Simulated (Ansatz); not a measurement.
# CCl₄ (singlet): from Hartree-Fock to the top rungs, STO-3G

The task here is to estimate one member of a computed series from the others.

The runs use Ansatz 0.2.0, Gaussian basis; STO-3G, core rule «outside noble gas», up to 21 orbitals frozen.

The runs, in order: UHF; CCSD(T) on RHF; BCCD(T) on RHF; CISD; CCSDT(Q) on RHF; CISDTQ; CCSDTQ on RHF; CASSCF and MRCISD+Q, 8 electrons in 8 orbitals; CASSCF and MRCISD+Q(relaxed), 8 electrons in 8 orbitals; CASSCF and NEVPT2, 8 electrons in 8 orbitals; Full CI.

17 further runs of the same task are left out: 17 set aside as unsound or not needed.

**What is computed**

The geometry is an MP2(full)/6-31G* stationary point (not a proven minimum).

5 atoms, charge 0, spin multiplicity 1.

Atoms are counted from 1 here; the program's logs count them from 0.

Bond lengths: C1–Cl2 1.769 Å, C1–Cl3 1.769 Å, C1–Cl4 1.769 Å, C1–Cl5 1.769 Å. Angles: Cl2–C1–Cl3 109.5°, Cl2–C1–Cl4 109.5°, Cl2–C1–Cl5 109.5°, Cl3–C1–Cl4 109.5°, Cl3–C1–Cl5 109.5°, Cl4–C1–Cl5 109.5°.

Set-up of the first run:

File in.yaml:

```yaml
crystal:
  periodic: [false, false, false]
  atoms:
    - {symbol: C, position_ang: [0.000000, 0.000000, 0.000000]}
    - {symbol: Cl, position_ang: [1.021340, 1.021340, 1.021340]}
    - {symbol: Cl, position_ang: [-1.021340, -1.021340, 1.021340]}
    - {symbol: Cl, position_ang: [-1.021340, 1.021340, -1.021340]}
    - {symbol: Cl, position_ang: [1.021340, -1.021340, -1.021340]}
basis:
  gaussian: {orbitals: STO-3G}
magnetization: {spin_polarized: true, initial_magnetization: 0}
hamiltonian: {xc: hf}
output: {orbitals: {seedname: orbitals}}
```

Started as:

```console
ansatz run in.yaml --threads 1 --pin off --events-out ev --progress --plain --max-ram 3956MiB --backend cpu
```

Among the steps run: UHF; CCSD(T) on RHF; BCCD(T) on RHF; CISD; CCSDT(Q) on RHF; CISDTQ; CCSDTQ on RHF; CASSCF and MRCISD+Q, 8 electrons in 8 orbitals; CASSCF and MRCISD+Q(relaxed), 8 electrons in 8 orbitals; CASSCF and NEVPT2, 8 electrons in 8 orbitals; Full CI.

One table of the session follows, with a row left open; its other results are not shown here.

```
                    method  from FCI (kJ/mol)
                       RHF             +315.6
                      RMP2              +53.9
                      CISD              +23.7
                     RCCSD               +7.9
                  RCCSD(T)                  ?
                   BCCD(T)               +1.8
                    RCCSDT               +0.5
                    CISDTQ               +1.0
                 RCCSDT(Q)                0.0
                   RCCSDTQ                0.0
           CASSCF frontier              +48.3
           NEVPT2 frontier              +15.0
           MRCISD frontier               +1.1
         MRCISD+Q frontier               +0.2
MRCISD+Q(relaxed) frontier               -0.1
                       FCI                  0
```

Q: Estimate the row for RCCSD(T) from the others.

As computed: from FCI (kJ/mol): +1.9. In the column «from FCI (kJ/mol)» it lies between BCCD(T) (+1.8) and RCCSD (+7.9).
